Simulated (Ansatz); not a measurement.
# CH4BS: the cost of one run

Method: UKS PBE/def2-SVP, in Ansatz 0.2.0.

## 1. Starting point

Bond lengths: C1–B2 1.523 Å, B2–S3 1.856 Å, C1–H4 1.101 Å, C1–H5 1.119 Å, C1–H6 1.130 Å, S3–H7 1.436 Å. Angles: C1–B2–S3 119.6°, B2–C1–H4 110.5°, B2–C1–H5 113.8°, B2–C1–H6 113.3°, H4–C1–H5 103.2°, H4–C1–H6 108.0°, H5–C1–H6 107.4°, B2–S3–H7 93.7°.

Structure file:

```xyz
7

C    -0.8090    0.3444   -0.1193
B     0.0031   -0.9437   -0.1027
S     1.8356   -0.8775   -0.3911
H    -1.5461    0.3251   -0.9367
H    -0.2022    1.2578   -0.3437
H    -1.3639    0.5357    0.8459
H     2.1437   -0.7098    1.0018
```

## 2. Relaxing end A

input.yaml

```yaml
crystal:
  periodic: [false, false, false]
  atoms:
    - { symbol: C, position_ang: [-0.809, 0.3444, -0.1193] }
    - { symbol: B, position_ang: [0.0031, -0.9437, -0.1027] }
    - { symbol: S, position_ang: [1.8356, -0.8775, -0.3911] }
    - { symbol: H, position_ang: [-1.5461, 0.3251, -0.9367] }
    - { symbol: H, position_ang: [-0.2022, 1.2578, -0.3437] }
    - { symbol: H, position_ang: [-1.3639, 0.5357, 0.8459] }
    - { symbol: H, position_ang: [2.1437, -0.7098, 1.0018] }
magnetization:
  spin_polarized: true
  initial_magnetization: 1
basis:
  gaussian: { orbitals: def2-SVP }
hamiltonian:
  xc: pbe
relax:
  f_tol: 0.015
  max_steps: 40
```

On the command line:

```console
$ ansatz run input.yaml --threads 1 --pin off --max-ram 2048MiB --backend cpu --events-out ev --progress --plain --runs-dir out
```

Q: Estimate wall time and peak memory on 1 thread of Arm Neoverse V1, shared host.

About 43 s, with a peak of 0.15 GiB.
